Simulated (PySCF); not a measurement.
phosphonium, H4P (charge +1), SMILES [PH4+], point group Td.

Level: B3LYP/pcSseg-2 in PySCF (density fitting, grid level 2); geometry and Hessian at that level, cubic constants and property derivatives from steps of ±0.6 along each species' dimensionless normal coordinates, second-order vibrational perturbation theory. The parent has the commonest isotopes.

Equilibrium geometry (Å):

```json
{"atom": "P1", "x": "0.0069", "y": "0.0023", "z": "-0.0137"}
{"atom": "H2", "x": "1.0918", "y": "0.2256", "z": "-0.8661"}
{"atom": "H3", "x": "-0.6527", "y": "1.2107", "z": "0.2273"}
{"atom": "H4", "x": "-0.8773", "y": "-0.8999", "z": "-0.6118"}
{"atom": "H5", "x": "0.4658", "y": "-0.5273", "z": "1.1956"}
```

An isotope shift is δ(isotopologue) − δ(parent), that is, the negative of the change in the averaged GIAO shielding; n counts bonds from the nearest label (0: the labelled atom itself). These are computed values; those of heavy atoms are rounded to 5 ppb, about the numerical noise.

Q: What isotope shifts arise with ²H at 2?

A: 
| nucleus | n | 0 K (ppb) | 100 K (ppb) |
| --- | --- | --- | --- |
| H2 | 0 | -106 | -104 |
| P1 | 1 | -245 | -245 |
| H3 | 2 | -3 | -4 |
| H4 | 2 | -3 | -4 |
| H5 | 2 | -3 | -3 |

Q: What isotope shifts arise with ²H at 2, ²H at 3, ²H at 4, ²H at 5?

A: 
```csv
nucleus,n,0 K (ppb),100 K (ppb)
H2,0,-119,-119
H3,0,-119,-119
H4,0,-119,-119
H5,0,-119,-119
P1,1,-860,-860
```

Q: What isotope shifts arise with ²H at 2, ²H at 3, ²H at 4?

A: 
| nucleus | n | 0 K (ppb) | 100 K (ppb) |
| --- | --- | --- | --- |
| H2 | 0 | -115 | -114 |
| H3 | 0 | -115 | -114 |
| H4 | 0 | -115 | -114 |
| P1 | 1 | -660 | -665 |
| H5 | 2 | -7 | -8 |
